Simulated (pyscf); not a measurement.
Optimised with ωB97X-D3(BJ)/def2-SVP in PySCF. Correlated levels are frozen-core, on RHF or UHF. ΔMP2 is the change of the MP2 total energy from the triple- to the quadruple-zeta basis.

Question: For HCl (SMILES Cl) + HS–Sn:–Cl (SMILES [SH][Sn][Cl]) [singlet] -> Cl–Sn:–Cl (SMILES [Cl][Sn][Cl]) [singlet] + H₂S (SMILES S), a four-centre exchange (singlet surface; Cl–H, S–Sn broken, Cl–Sn, H–S formed), PBE/def2-TZVP gives ΔE‡ = -0.32 eV and ΔE = -0.33 eV (zero: the separated reactants). In which direction and how far do M06-2X/def2-TZVP, ωB97M-D3(BJ)/def2-TZVP, CCSD(T)/def2-TZVPP + ΔMP2(QZVPP) move these?

Answer: M06-2X: ΔE‡ = -0.16 eV, ΔE = -0.39 eV; ωB97M-D3(BJ): ΔE‡ = -0.10 eV, ΔE = -0.36 eV; CCSD(T): ΔE‡ = -0.10 eV, ΔE = -0.32 eV. PBE's barrier lies under all of them, by 0.16 to 0.23 eV. Its reaction energy matches one of them and lies within 0.06 eV of the others. Low barriers are usual for a GGA, whose delocalisation error favours stretched bonds. On the reactant side the descent ends in a complex, 0.33 eV under the separated species and 0.12 eV under the saddle at ωB97X-D3(BJ)/def2-TZVP. On the product side the descent ends in an adduct with a S–Sn contact (not fully relaxed), 0.62 eV under the separated species and 0.72 eV under the saddle at ωB97X-D3(BJ)/def2-TZVP. At PBE, M06-2X, ωB97M-D3(BJ)/def2-TZVP, CCSD(T) the saddle lies under the separated reactants, which points to a path from their complex (located at ωB97X-D3(BJ) alone). What is counted as broken (S–Sn) persists as a longer contact in the product adduct; parting that adduct is a step of its own. At ωB97X-D3(BJ)/def2-TZVP the barrier from the zero used here is -0.21 eV. One saddle was located; it need not be the lowest between these sides. The CCSD(T) − MP2 part came from Ansatz, without density fitting, on the same reference. The frozen core leaves the outer d or s,p core shells of the metals and heavy elements correlated in the MP2 and CC values, and def2-TZVPP describes them poorly, which can shift differences by a few kcal/mol. Elements past Kr carry the def2 core potentials, without spin-orbit coupling.
